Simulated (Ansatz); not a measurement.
# Telling isomers of C3H4O3 apart by their spectra

These gas-phase data were calculated for one isomer of C3H4O3 at PBE-D3(BJ)/def2-SVP (harmonic, unscaled wavenumbers; equilibrium rotational constants with average atomic masses):

```
rotational constants            : 8.011, 2.752, 2.372 GHz
all wavenumbers above 1500 cm⁻¹ : 3622, 3108, 3067, 3004, 1815
```

Candidates:

(1) `O=CCOC=O`, a singlet
(2) `O=C1OCCO1`, a singlet
(3) `O=C(O)[C@@H]1CO1`, a singlet

Problem. Which candidate do the data belong to?

Solution. Candidate (3). The band at 3622 cm⁻¹ lies where the O–H stretch is expected; (1), (2) have no mode between 3300 and 4000 cm⁻¹.

The same quantities for all candidates:

|  | rotational constants (GHz) | wavenumbers above 1500 cm⁻¹ | E above the lowest, PBE-D3(BJ)/def2-SVP (kcal/mol) |
| --- | --- | --- | --- |
| (1) | 11.87, 1.785, 1.678 | 3058, 2976, 2965, 2790, 1807, 1796 | 16.7 |
| (2) | 7.964, 3.801, 2.687 | 3068, 3060, 2979, 2975, 1908 | 0.0 |
| (3) | 8.011, 2.752, 2.372 | 3622, 3108, 3067, 3004, 1815 | 23.5 |

Harmonic stretches to hydrogen usually lie a few per cent above observed fundamentals. Each candidate is one conformer. Programs: Ansatz 0.2.0.
